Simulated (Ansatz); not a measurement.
# C₂H₂N₂S: vertical ionisation energy

How much energy removes an electron from C₂H₂N₂S at fixed geometry? The cation is run at each level and the neutral's energy taken from earlier runs.

Computed with Ansatz 0.2.0, Gaussian basis. Level: unrestricted cation, the program's frozen cores in correlated methods.

The runs, in order: UKS PBE-D4/def2-TZVPP; UKS r2SCAN-D4/def2-TZVPP; UKS PBE0-D4/def2-TZVPP; UKS B3LYP-D4/def2-TZVPP; UKS wB97X-V/def2-TZVPP; UKS wB97M-V/def2-TZVPP; UKS B2PLYP/def2-TZVPP; UHF-CCSD(T)/def2-TZVPP; UHF-CCSD(T)/def2-QZVPP; extrapolation to the limit; then −ε(HOMO) from the neutral's earlier runs with LDA (SPW92), PBE-D4, revPBE-D4, BLYP-D4, r2SCAN-D4, B97M-V, PBE0-D4, B3LYP-D4, r2SCANh-D4, r2SCAN0-D4, HSE06-D4, BHLYP-D4, CAM-B3LYP-D4, LC-ωPBE, ωB97X-V, ωB97M-V.

### Step 1. The relaxed structure

An earlier PBE0-D4 in a triple-zeta def2 set relaxation fixed the geometry.

SMILES `c1cnsn1`, 7 atoms, charge 0, spin multiplicity 1.

Atoms are counted from 1 here; the program's logs count them from 0.

Bond lengths: C1–C2 1.414 Å, C1–N5 1.317 Å, C1–H6 1.083 Å, C2–N3 1.317 Å, C2–H7 1.083 Å, N3–S4 1.620 Å, S4–N5 1.619 Å. Angles: C2–C1–N5 113.6°, C2–C1–H6 126.2°, N5–C1–H6 120.2°, C1–C2–N3 113.6°, C1–C2–H7 126.2°, N3–C2–H7 120.2°, C2–N3–S4 106.8°, N3–S4–N5 99.3°, C1–N5–S4 106.8°.

### Step 2. Cation, UKS PBE-D4/def2-TZVPP

Input file in.yaml:

```yaml
crystal:
  periodic: [false, false, false]
  atoms:
    - {symbol: C, position_ang: [-0.567127, 0.587609, 0.086704]}
    - {symbol: C, position_ang: [0.454447, -0.211996, 0.650359]}
    - {symbol: N, position_ang: [0.997834, -1.052795, -0.205248]}
    - {symbol: S, position_ang: [0.248097, -0.827033, -1.622891]}
    - {symbol: N, position_ang: [-0.784724, 0.342406, -1.188759]}
    - {symbol: H, position_ang: [-1.146819, 1.342131, 0.603310]}
    - {symbol: H, position_ang: [0.798291, -0.180321, 1.676515]}
basis:
  gaussian: {orbitals: def2-TZVPP}
total_charge: 1
magnetization: {spin_polarized: true, initial_magnetization: 1}
hamiltonian: {xc: pbe, dispersion: d4}
```

The run is started by

```
> ansatz run in.yaml --threads 2 --pin off --events-out ev --progress --plain --max-ram 32768MiB --backend cpu
```

Further steps of the session: Cation, UKS r2SCAN-D4/def2-TZVPP; Cation, UKS PBE0-D4/def2-TZVPP; Cation, UKS B3LYP-D4/def2-TZVPP; Cation, UKS wB97X-V/def2-TZVPP; Cation, UKS wB97M-V/def2-TZVPP; Cation, UKS B2PLYP (frozen core)/def2-TZVPP; Cation, UHF-CCSD(T)/def2-TZVPP; Cation, UHF-CCSD(T)/def2-QZVPP.

Q: Predict the results of all the runs planned. Wanted: ionisation energy, CCSD(T)/CBS; nearest functional by difference; nearest −ε(HOMO); −ε(HOMO) of PBE; T1 of the cation.

The runs gave:

| quantity | value |
| --- | --- |
| ionisation energy, CCSD(T)/CBS | 10.30 eV |
| nearest functional by difference | B3LYP-D4 (-0.08 eV) |
| nearest −ε(HOMO) | ωB97X-V (-0.16 eV) |
| −ε(HOMO) of PBE | 6.93 eV |
| T1 of the cation | 0.029 |

Energy differences with functionals land within 0.16 eV of the reference. −ε(HOMO) of PBE misses by 3.4 eV, since self-interaction lifts the level. Among orbital estimates ωB97X-V comes nearest. Hartree-Fock falls 1.60 eV short, as the neutral has more correlation energy than the cation.
